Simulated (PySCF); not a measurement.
# Static response to an electric field

C₃H₃FO₂.
SMILES with atom numbers: `[O:1]=[C:2]([OH:3])/[CH:4]=[CH:5]/[F:6]` (hydrogens: H7 on O3; H8 on C4; H9 on C5)

Geometry (GFN2-xTB, Å), atoms numbered from 1 in this order:
```xyz
9
C3H3FO2 angstrom
O      1.1103   -1.2443   -0.5802
C      0.9051   -0.1791   -0.0575
O      1.8868    0.6180    0.3799
C     -0.4207    0.4138    0.1848
C     -1.5159   -0.2383   -0.1809
F     -2.7340    0.2522    0.0150
H      2.7517    0.2117    0.2121
H     -0.4513    1.3797    0.6628
H     -1.5184   -1.2077   -0.6612
```

Level: PBE0/def2-SVPD (PySCF), static field, nuclei fixed, core orbitals frozen in the response. The polarisability tensor in these axes (au):

```
x   62.93  1.71  2.16
y    1.71 41.88  6.18
z    2.16  6.18 32.75
```

Problem. Diagonalise the tensor; give its mean and Δα, where Δα² is half the sum of the squared differences of the eigenvalues.

Solution. Principal values 29.59, 44.66 and 63.31 au; mean 45.85 au = 6.79 Å³ = 7.56 × 10⁻⁴⁰ C²·m²/J; Δα = 29.25 au (64 % of the mean).

Problem. What is the dipole moment, and where does it point?

Solution. (0.54, 0.90, 0.47) D, 1.15 D in size, pointing from the negative to the positive side. Measured along this direction, the outermost atoms are H9 at the negative end and H7 and O3 at the positive end.

Problem. Rayleigh depolarisation ratio (linearly polarised light, static tensor)?

Solution. ρ = 3Δα²/(45ᾱ² + 4Δα²) = 2566.9/(94618 + 3422.5) = 0.0262.

Problem. Along which axes do the principal values lie, and how far do the nuclei extend along each?

Solution. Largest value along (0.99, 0.11, 0.09), where the nuclei span 5.45 Å; middle along (-0.14, 0.89, 0.44), 3.09 Å; least along (-0.04, -0.45, 0.89), 0.00 Å. The response follows the extents in order.

Problem. In a dilute gas of rigid molecules at 298 K, how does the orientational term μ²/3kT compare with the electronic polarisability?

Solution. In Gaussian units μ²/3kT = 10.71 Å³ against 6.79 Å³, a ratio of 1.58; the Debye molar polarisation (4π/3)N_A(α + μ²/3kT) is 44.1 cm³/mol, leaving out the vibrational part.

Geometry: GFN2-xTB, one conformer, isolated molecule.
